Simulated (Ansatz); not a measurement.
Geometry optimisation, Ansatz, UKS PBE0-D4/6-31G*.

input.yaml

```yaml
crystal:
  periodic: [false, false, false]
  atoms:
    - { symbol: Si, position_ang: [0.070004, -0.112764, -0.226337] }
    - { symbol: Cl, position_ang: [0.091114, -0.026218, 3.105595] }
    - { symbol: H, position_ang: [1.232233, 0.067211, -1.156354] }
    - { symbol: H, position_ang: [-0.769025, 1.133202, -0.235705] }
    - { symbol: "N", position_ang: [-0.873317, -1.410554, -0.897535] }
    - { symbol: H, position_ang: [-1.729115, -1.695645, -0.439411] }
    - { symbol: H, position_ang: [-0.391177, -2.213704, -1.289643] }
    - { symbol: H, position_ang: [-0.012916, 0.12897, 4.425589] }
magnetization:
  spin_polarized: true
  initial_magnetization: 1
basis:
  gaussian: { orbitals: "6-31G*" }
hamiltonian:
  xc: pbe0
  dispersion: d4
relax:
  f_tol: 0.03
  max_steps: 50
```

Run as:

```bash
$ ansatz run input.yaml --threads 1 --pin off --max-ram 2048MiB --backend cpu --events-out ev --progress --plain --runs-dir out
```

**Question.** Where does it end, and by what steps?

**Answer.** The forces met the threshold. After 5 steps the energy has fallen by 0.053 eV; Cl2 moved furthest, 0.31 Å.

```json
{"step": "0", "energy less start (eV)": "0.0000", "largest force component (eV/Å)": "1.207", "accepted": "yes"}
{"step": "1", "energy less start (eV)": "-0.0360", "largest force component (eV/Å)": "0.738", "accepted": "yes"}
{"step": "2", "energy less start (eV)": "-0.0457", "largest force component (eV/Å)": "0.434", "accepted": "yes"}
{"step": "3", "energy less start (eV)": "0.0084", "largest force component (eV/Å)": "0.655", "accepted": "no"}
{"step": "4", "energy less start (eV)": "-0.0528", "largest force component (eV/Å)": "0.050", "accepted": "yes"}
{"step": "5", "energy less start (eV)": "-0.0531", "largest force component (eV/Å)": "0.023", "accepted": "yes"}
```

```xyz
8
Properties=species:S:1:pos:R:3
Si 0.084 -0.102 -0.368
Cl 0.137 -0.020 3.414
H 1.216 0.108 -1.323
H -0.802 1.105 -0.366
N -0.859 -1.428 -0.987
H -1.762 -1.615 -0.569
H -0.387 -2.298 -1.199
H -0.009 0.120 4.684
```

Whether the end is a true minimum wasn't checked by a vibrational analysis.

Time of the run: 9.9 s on 1 thread of AMD EPYC 9R45 96-Core Processor (Zen 5), on a shared host, peak memory 0.18 GiB.
